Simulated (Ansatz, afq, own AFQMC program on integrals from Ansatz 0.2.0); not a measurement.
**Where AFQMC and coupled cluster stand for SiGeH₃, doublet**

```xyz
5

Si    0.0000    0.0181    1.6516
Ge    0.0000   -0.0284   -0.7002
H     0.0000    1.1857    2.5806
H     0.0000   -1.2094    2.4992
H     0.0000    1.5656   -0.6371
```

Connectivity, by distances: SiH2–GeH.

Basis cc-pVDZ. Noble-gas cores (and the filled d shells of Ga–Kr and In–Xe) are frozen. Integrals, coupled cluster, full CI and functionals: Ansatz 0.2.0; the random walks run on the same integrals in our own AFQMC program. The CISD trial takes its coefficients from CCSD amplitudes. Released means that phaseless walkers are propagated on without the constraint, phases kept. Error bars are statistical, one sigma. No spin–orbit coupling.

Determinant: UHF, the one that the program's search chose, which needn't be the lowest solution. The geometry is a point of a scan.

No full CI on the walks' own integrals is used here. The released AFQMC energy serves as the reference, which it does only where one determinant dominates, the energy is flat over the last release times and near the phaseless one (40 meV or 2 meV an electron, half that with transition metals). On small molecules, where full CI could be run and the noise was under 10 meV, such values lay within 10 meV of it in 19 cases of 20, a flattering rate, since the rule was set on those same cases; what remains of the bias isn't in the error bar.

Cautions: no relativity below Rb; no spin-orbit coupling; inner d shell frozen; the released value is read at 2.40 1/Eh with a noise of 16 meV, more than in the cases checked (meV from the phaseless value at times in 1/Eh: -4 ± 14 at 0.24, -14 ± 15 at 0.51, -5 ± 14 at 0.99, 7 ± 12 at 1.62, -20 ± 16 at 2.40).

```
T1 diagnostic                               : 0.0184
weight of the determinant in the CISD state : 0.861
⟨S²⟩ of the determinant                     : 0.766
size of the correlated space                : 11 electrons in 41 orbitals
```

```tsv
level	correlation energy (eV)
MP2	-4.5287
CCSD	-5.6437
CCSD(T)	-5.8188
```

**Question.** Estimate where phaseless AFQMC with the Hartree–Fock trial lies against CCSD(T) on the same integrals.

**Answer.** 7.1 ± 4.5 kJ/mol above CCSD(T). The gap is under twice the noise, so this walk alone can't tell the two apart.

Reference: AFQMC with the constraint released, correlation energy -5.869 ± 0.016 eV.

```tsv
level	E − E(reference) (kJ/mol)	share of correlation (%)
CCSD(T)	4.9 ± 1.5	99.14
ph-AFQMC/HF	12.0 ± 4.8	97.89
ph-AFQMC/CISD	1.9 ± 1.8	99.67
```

A walk keeps the symmetry of its determinant, which the program's search chose and which needn't be the lowest solution, so a lower state of the same spin and another symmetry isn't excluded. Released energies are given only where the last usable release times agree within the noise; a slower fall can still hide under it.
